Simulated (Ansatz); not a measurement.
# BC (doublet): wB97M-V, B2PLYP over a scan of the distance B1–C2, cc-pVDZ

Aim: run BC (doublet) with these functionals over a scan of the distance B1–C2, and hold them against the top wave-function level at the same points.

Method: cc-pVDZ, all electrons in the functionals, frozen cores in the correlation of double hybrids and RPA; program: Ansatz 0.2.0, Gaussian basis.

To be run: wB97M-V, B2PLYP, at 1.191 Å; 1.344 Å; 1.489 Å; 1.669 Å; 1.849 Å; 2.105 Å; 2.397 Å; 2.790 Å; 3.351 Å; 3.935 Å; 4.938 Å.

29 further runs of the same task are left out: 3 for a known fault of the program, 19 that didn't finish, 7 set aside as unsound or not needed.

### 1 What is computed

The geometry derives from a PBE0/def2-TZVP stationary point (not a proven minimum). One bond is set to the value named and the two fragments are kept rigid.

2 atoms, charge 0, spin multiplicity 2.

Atoms are counted from 1 here; the program's logs count them from 0.

Bond lengths: B1–C2 1.489 Å.

No dispersion term is added; wB97M-V holds VV10 nonlocal correlation.

The geometry shown and the zero of energy belong to the point 1.489 Å. The yardstick, FCI, and other wave-function levels (R restricted, U unrestricted, valence and pair active spaces) come from earlier runs.

### 2 wB97M-V, 1.191 Å

The input, in.yaml:

```yaml
crystal:
  periodic: [false, false, false]
  atoms:
    - {symbol: B, position_ang: [0.000000, 0.000000, 0.000000]}
    - {symbol: C, position_ang: [0.000000, 0.000000, 1.191000]}
basis:
  gaussian: {orbitals: cc-pVDZ}
magnetization: {spin_polarized: true, initial_magnetization: 1}
hamiltonian: {xc: {name: wB97M-V}}
output: {orbitals: {seedname: orbitals}}
```

Launch:

```bash
> ansatz run in.yaml --threads 1 --pin off --events-out ev --progress --plain --max-ram 2393MiB
```

After this run come: wB97M-V, 1.344 Å; wB97M-V, 1.489 Å; wB97M-V, 1.669 Å; wB97M-V, 1.849 Å; wB97M-V, 2.105 Å; wB97M-V, 2.397 Å; wB97M-V, 2.790 Å; wB97M-V, 3.351 Å; wB97M-V, 3.935 Å; wB97M-V, 4.938 Å; B2PLYP, 1.191 Å; B2PLYP, 1.344 Å; B2PLYP, 1.489 Å; B2PLYP, 1.669 Å; B2PLYP, 1.849 Å; B2PLYP, 2.105 Å; B2PLYP, 2.397 Å; B2PLYP, 2.790 Å; B2PLYP, 3.351 Å; B2PLYP, 3.935 Å; B2PLYP, 4.938 Å.

**Question.** What will the summary of the whole plan be? Wanted: span of the FCI curve; largest miss, wB97M-V; largest miss, B2PLYP.

As calculated:

| quantity | value |
| --- | --- |
| span of the FCI curve | 332.1 kJ/mol |
| largest miss, wB97M-V | +36.2 kJ/mol (4.938 Å) |
| largest miss, B2PLYP | +29.1 kJ/mol (4.938 Å) |

In words: Of the functionals, B2PLYP keep the smallest largest miss at the points compared (at most 29.1 kJ/mol) and wB97M-V strays most (36.2 kJ/mol, at 4.938 Å). wB97M-V, B2PLYP clearly break the spin symmetry at some points (⟨S²⟩ up to 1.13 above the pure value), so energy there is bought with a mixed spin. Functionals and the yardstick converge differently with the basis, so part of each miss in cc-pVDZ is the basis.
